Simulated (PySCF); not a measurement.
A PySCF script (with the pyscf-properties extension) for the NMR shieldings of Divinyl sulfide (SMILES C=CSC=C), on a PBE0-D3(BJ)/def2-SVP geometry:

```python
import basis_set_exchange as bse
import numpy as np
from pyscf import gto, dft
from pyscf.prop import nmr

atoms = """
C    -2.561727   -0.574606    0.277599
C    -1.280902   -0.220699    0.411826
S    -0.180876   -0.009105   -0.935502
C     1.348802    0.222792   -0.113416
C     2.479658    0.572267   -0.732206
H    -3.200569   -0.660437    1.159063
H    -3.012074   -0.780699   -0.697232
H    -0.851057   -0.015984    1.398418
H     1.329568    0.033630    0.965426
H     3.406438    0.670180   -0.163019
H     2.522569    0.762690   -1.808064
"""
names = dict.fromkeys(["C", "S", "H"], "pcSseg-2")
basis = {el: gto.basis.parse(bse.get_basis(n, elements=[el], fmt="nwchem")) for el, n in names.items()}
mol = gto.M(atom=atoms, basis=basis, charge=0, verbose=0)
mf = dft.RKS(mol, xc="B3LYP")
mf.grids.level = 2
mf.grids.alignment = dft.numint.BLKSIZE   # the property module wants whole blocks of grid points
mf.conv_tol = 1e-9
mf.kernel()

calc = nmr.RKS(mf)   # GIAO
C = mf.mo_coeff
Co = C[:, mf.mo_occ > 0]
resp = mf.gen_response(singlet=True, hermi=2)
def vind(x):   # induced exchange potential for any number of trial vectors
    d = np.einsum("pi,xij,qj->xpq", C, 2 * x.reshape(-1, C.shape[1], Co.shape[1]), Co, optimize=True)
    return np.einsum("xpq,pi,qj->xij", resp(d - d.transpose(0, 2, 1)), C, Co, optimize=True).ravel()
mo1, _ = nmr.rhf.solve_mo1(calc, with_cphf=vind)
sigma = calc.kernel(mo1)
for i, s in enumerate(sigma):   # ppm
    w = np.linalg.eigvalsh((s + s.T) / 2)
    print("%2d %-2s iso %8.1f  s11 %8.1f  s22 %8.1f  s33 %8.1f" % (i, mol.atom_pure_symbol(i), w.mean(), *w))
```

**Question.** What are the results?

**Answer.** 
```
 0 C  iso     62.5  s11    -51.7  s22     80.2  s33    159.1
 1 C  iso     28.0  s11    -79.1  s22     46.0  s33    116.9
 2 S  iso    335.9  s11    179.7  s22    358.9  s33    468.9
 3 C  iso     28.0  s11    -79.1  s22     46.1  s33    117.0
 4 C  iso     62.5  s11    -51.7  s22     80.2  s33    159.0
 5 H  iso     26.2  s11     23.0  s22     25.3  s33     30.3
 6 H  iso     26.1  s11     23.2  s22     24.9  s33     30.2
 7 H  iso     24.8  s11     22.8  s22     23.4  s33     28.1
 8 H  iso     24.8  s11     22.8  s22     23.4  s33     28.1
 9 H  iso     26.2  s11     23.0  s22     25.3  s33     30.3
10 H  iso     26.1  s11     23.2  s22     24.9  s33     30.2
```

These numbers come from an equivalent density-fitted implementation of the same equations, which agrees with the script to about 0.01 ppm for H and up to a few tenths of a ppm for heavy atoms, so last digits may differ.

**Question.** Turn these shieldings into chemical shifts. References, each an isolated molecule treated in the same way: TMS for ¹³C (σref 179.19), ¹H (σref 31.39); ³³S (σref 492.20) vs CS2.

**Answer.** Averaging equivalent atoms: C 1/3: 151.2; C 0/4: 116.7; S 2: 156; H 7/8: 6.62; H 6/10: 5.29; H 5/9: 5.21 ppm. 

Size and cost of the density-fitted run: 271 basis functions, 52 s wall time on 1 thread of an Arm Neoverse N1, shared host; peak memory 1 GiB.
